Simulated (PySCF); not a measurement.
Species: C₃H₈OP₂.
SMILES with atom numbers: `[OH:1][CH2:2][PH:3]/[CH:4]=[CH:5]/[PH2:6]` (hydrogens: H7 on O1; H8, H9 on C2; H10 on P3; H11 on C4; H12 on C5; H13, H14 on P6)

Geometry (GFN2-xTB, Å), atoms numbered from 1 in this order:
```xyz
14
C3H8OP2 angstrom
O     -1.9973    1.4609    0.2555
C     -2.1702    0.0817    0.4086
P     -0.8376   -0.6467    1.5266
C      0.4770   -0.6113    0.2585
C      1.3737    0.3718    0.2228
P      2.6122    0.6201   -1.0814
H     -1.1383    1.6315   -0.1523
H     -2.1806   -0.4369   -0.5624
H     -3.1375   -0.0584    0.8974
H     -1.2280   -1.9677    1.2761
H      0.4831   -1.3969   -0.4890
H      1.3489    1.1556    0.9730
H      3.7080    0.5118   -0.2275
H      2.6857   -0.7160   -1.4725
```

Computed, not measured: TDDFT PBE0/def2-SVPD, vertical, gas phase, core orbitals frozen in the response (PySCF).

Transition dipole moments from the ground state, in atomic units and in the frame of the coordinates above (overall signs are arbitrary), for the states with f of 0.002 or more among the lowest 7:

| state | E (hartree) | μx | μy | μz |
| --- | --- | --- | --- | --- |
| S1 | 0.1850 | -0.897 | -0.089 | 0.334 |
| S2 | 0.2027 | 0.978 | 0.298 | -0.454 |
| S3 | 0.2163 | -0.141 | -0.036 | 0.088 |
| S4 | 0.2276 | 0.153 | 0.145 | -0.281 |
| S5 | 0.2357 | -0.105 | 0.354 | -0.148 |
| S6 | 0.2386 | -0.348 | -0.042 | -0.326 |
| S7 | 0.2468 | -0.212 | 0.075 | -0.010 |

(1) Work out the oscillator strengths.

(2) What angle do the transition dipoles of S1 and S5 make?

(3) How is the summed strength of these states shared among x, y and z?

(4) What peak molar absorption coefficient would the strongest computed level give as a lone Gaussian band 0.4 eV wide at half height?

Answers

(1) f = (2/3) ΔE |μ|² with ΔE in hartree (27.2114 eV).

```csv
state,|μ|² (au),|μ| (D),f
S1,0.924,2.44,0.114
S2,1.251,2.84,0.169
S3,0.029,0.43,0.004
S4,0.124,0.89,0.019
S5,0.158,1.01,0.025
S6,0.229,1.22,0.036
S7,0.051,0.57,0.008
```

(2) |cos θ| = |μa·μb| / (|μa| |μb|) = 0.03, so θ ≈ 88° (taken between 0 and 90°, since the signs are arbitrary).

(3) (2/3) Σ ΔE μα² gives 0.263 for x, 0.037 for y and 0.075 for z, 0.376 in all.

(4) ε(max) = 2.175×10⁸ f / FWHM, with the width in cm⁻¹. S2: 2.175×10⁸ × 0.1691 / 3226 ≈ 11000 L mol⁻¹ cm⁻¹.

The run took about 70 s of CPU time (one thread, shared machine).

One conformer stands for the species.
